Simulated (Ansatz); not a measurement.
PBE exchange is replaced step by step with exact exchange (0 % is PBE, 25 % PBE0; no dispersion term), basis def2-TZVP, Ansatz. System: the cluster AlN2 (the lowest doublet isomer of a short search). Total charge 0; doublet. Geometry: r2SCAN-D4/def2-TZVP, each spin state at its own.

Geometry of the doublet:

```xyz
3

Al   -0.205   -0.572   -1.582
N     0.030    0.089    0.266
N     0.175    0.483    1.317
```

The structure comes from a short search, and lower isomers may exist.

HOMO and LUMO are taken over both spins.

| exact exchange (%) | HOMO (eV) | LUMO (eV) | gap (eV) | ⟨S²⟩ | quartet − doublet (kJ/mol) |
| --- | --- | --- | --- | --- | --- |
| 0 | -3.80 | -3.56 | 0.23 | 0.755 | 178.9 |
| 10 | -4.13 | -3.16 | 0.97 | 0.757 | 179.9 |
| 15 | -4.30 | -2.97 | 1.34 | 0.758 | 180.3 |
| 25 | -4.65 | -2.59 | 2.06 | 0.759 | 180.8 |
| 35 | -5.00 | -2.23 | 2.77 | 0.762 | 181.0 |
| 50 | -5.56 | -1.72 | 3.84 | 0.766 | 180.8 |

**Question.** Fit a straight line to the column «quartet − doublet (kJ/mol)» against the share of exact exchange and predict its value at 5 %.

**Answer.** With x = exact exchange (%) and y = quartet − doublet (kJ/mol): mean x = 22.5, mean y = 180.3; Σ(x − x̄)(y − ȳ) = 60.25, Σ(x − x̄)² = 1638; slope b = 0.03678, intercept a = ȳ − b·x̄ = 179.5. The residuals of the fitted rows reach 0.6. At x = 5 the line gives 179.5 + (0.03678 × 5) = 179.7; the run gave 179.4, 0.3 less than the line.
